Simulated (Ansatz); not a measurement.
Molecule: propene, C₃H₆, charge 0, multiplicity 1. 
Geometry from a B3LYP-D3(BJ)/def2-TZVP (Ansatz, an electronic-structure program) optimisation:
```
C
C 1 1.3267
H 2 1.0824 1 121.67
H 2 1.0845 3 116.84 1 180.00
H 1 1.0871 2 118.81 3 0.00
C 1 1.4957 5 116.00 2 180.00
H 6 1.0909 1 111.47 5 -180.00
H 6 1.0939 7 108.29 1 -122.37
H 6 1.0939 7 108.29 8 -115.25
```

Basis-set convergence of Hartree-Fock and CCSD(T) correlation energies (hartree) with Ansatz. Correlated levels leave the core frozen unless marked. Spin-orbit coupling is left out. Non-relativistic.

```json
[
 {"basis": "cc-pVDZ", "functions": "-", "E(HF)": "-117.08240", "E(corr, CCSD(T))": "-0.47387", "rough core time": "under 20 s"},
 {"basis": "cc-pVTZ", "functions": "174", "E(HF)": "(withheld)", "E(corr, CCSD(T))": "(withheld)", "rough core time": "30 s"}
]
```

**Question.** Fill in the missing entries.

**Answer.** 
- cc-pVTZ, E(HF): -117.11649
- cc-pVTZ, E(corr, CCSD(T)): -0.56580
